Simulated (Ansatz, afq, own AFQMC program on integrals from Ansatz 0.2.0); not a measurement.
**CH2N, quartet in cc-pVDZ along one coordinate**

```yaml
atoms:
  - { symbol: N, position_ang: [-0.0301, -0.1308, 0.6612] }
  - { symbol: C, position_ang: [0.1162, 0.1026, -0.7459] }
  - { symbol: H, position_ang: [-0.2826, 0.7427, 1.1410] }
  - { symbol: H, position_ang: [-0.6838, -0.1484, -1.4423] }
```

The N1–C2 distance is changed with both sides rigid. Energies in eV count from this geometry (1.434 Å) at the same level; the start stands on UHF, each point on the determinant named.

Basis cc-pVDZ. Only valence electrons are correlated. AFQMC by an in-house program on the Cholesky factors that Ansatz 0.2.0 writes for its CCSD(T) run. ph-AFQMC/CISD is guided by a CISD state made of CCSD amplitudes; releasing the constraint for a short imaginary time cuts its bias at the price of noise, slowly where states lie close. Error bars are statistical, one sigma.

Cautions, each for one point or more: a spin-contaminated unrestricted determinant lies lower; an unrestricted solution with more broken spin lies lower; higher spins were not checked; lower spins were not checked; released walk and highest rung disagree; the ph-AFQMC/CISD walk drifts between its halves; unrestricted determinant spin contaminated; walk and cluster series may follow different spin states.

| r(N1–C2) / Å | det. | T1 | weight | ⟨S²⟩ | CCSD(T) | ph-AFQMC/CISD | released AFQMC | CCSDT(Q) | PBE0 | B2PLYP |
| --- | --- | --- | --- | --- | --- | --- | --- | --- | --- | --- |
| 1.149 | UHF | 0.023 | 0.91 | 3.76 | 2.873 | 2.866 ± 0.015 | 2.844 ± 0.026 | 2.877 | 2.551 | 2.660 |
| 1.739 | UHF | 0.019 | 0.89 | 3.77 | 0.688 | 0.667 ± 0.017 | 0.670 ± 0.025* | 0.673 | 0.869 | 0.785 |
| 2.335 | UHF¶ | 0.038 | 0.86 | 4.08 | 2.516 | 2.470 ± 0.022 | – | 2.427 | 2.926§ | 2.744§ |
| 3.080 | ROHF | 0.019 | 0.89 | pure | 2.732 | 2.750 ± 0.016 | 2.732 ± 0.025 | 2.736 | 3.392§ | 3.051§ |
| 4.965 | UHF | 0.009 | 0.90 | 3.77 | 2.774 | 2.755 ± 0.016 | 2.820 ± 0.029* | 2.781 | 3.481§ | 3.114§ |

Weight is that of the determinant in the CISD state; at the start T1 is 0.020 and the weight 0.91, and ⟨S²⟩ is 3.76. ¶ marks points with a poor determinant and no full CI, where no value is sure; they don't count among the departures. An asterisk marks released energies that aren't shown to be converged. Symmetry can't show for every point that it stays on the start's state. A dash marks a missing value, a released energy that hasn't settled or a functional that sits on another state. § marks a functional whose ⟨S²⟩ is too high by over 0.1. Largest departures from CCSDT(Q), at the points where its series has closed: CCSD(T) 0.015 eV at 1.739 (on UHF), ph-AFQMC/CISD 0.014 eV at 3.080 (on ROHF) (within the noise), released AFQMC -0.034 eV at 1.149 (on UHF) (within the noise). The functionals aren't scored here. In this small basis the wave-function levels are far from their limit, so their gap to the functionals isn't the functionals' error.

Some points may be missing: those where a free walk finds a much lower state, and past Zn most of those on another determinant than at the start.

CCSDT and higher add their correlation energy to the determinant of the CCSD(T) run, since their own runs factorise the integrals more tightly (a shift of under 2 meV).
